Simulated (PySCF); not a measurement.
formic acid cation (CH2O2), SMILES O=CO (connectivity only; charge and spin as stated), charge +1, multiplicity 2.

Geometry: B3LYP-D3(BJ)/def2-TZVP. The spin state was assumed, not searched. The values are those of a single conformer.

Method: PySCF with M06-2X/def2-TZVPD.

```json
{
 "total_energy": "-189.35509 hartree",
 "point_group": "Cs",
 "α spin, highest occupied and lowest empty level": "-20.59 and -7.70 eV",
 "β spin, highest occupied and lowest empty level": "-20.07 and -12.04 eV",
 "dipole_moment_about_the_centre_of_nuclear_charge": "0.45 D",
 "mean_static_polarisability": "17.0 bohr³ (2.52 Å³)",
 "polarisability_principal_values": "11.7, 17.4, 21.9 bohr³",
 "⟨S²⟩": "0.756 (pure state 0.75)"
}
```
